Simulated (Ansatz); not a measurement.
Theory: DFT, revPBE, plane waves (420 eV) with PAW, scalar-relativistic (Ansatz 0.2.0). The PAW files were generated under PBE, with cores re-solved for the functional.

An element in the hcp structure gives this curve. The cell is scaled uniformly from the relaxed one, with fractional coordinates and shape fixed. Energies are extrapolated to zero smearing, pressures are those at the given smearing. Magnetic state: spin not included.

```json
{"V (Å³/atom)": "20.729", "E − E₀ (meV/atom)": "45.2", "P (GPa)": "5.73"}
{"V (Å³/atom)": "21.671", "E − E₀ (meV/atom)": "18.7", "P (GPa)": "3.45"}
{"V (Å³/atom)": "22.613", "E − E₀ (meV/atom)": "4.4", "P (GPa)": "1.58"}
{"V (Å³/atom)": "23.555", "E − E₀ (meV/atom)": "0.0", "P (GPa)": "0.05"}
{"V (Å³/atom)": "24.497", "E − E₀ (meV/atom)": "3.7", "P (GPa)": "-1.20"}
{"V (Å³/atom)": "25.440", "E − E₀ (meV/atom)": "14.1", "P (GPa)": "-2.22"}
{"V (Å³/atom)": "26.382", "E − E₀ (meV/atom)": "30.0", "P (GPa)": "-3.06"}
```

Problem. Which element is it?
A. germanium
B. magnesium
C. lithium
D. gallium

Solution. B. Its fit is V₀ = 23.56 Å³/atom, B₀ = 34 GPa, B₀′ = 4.0.
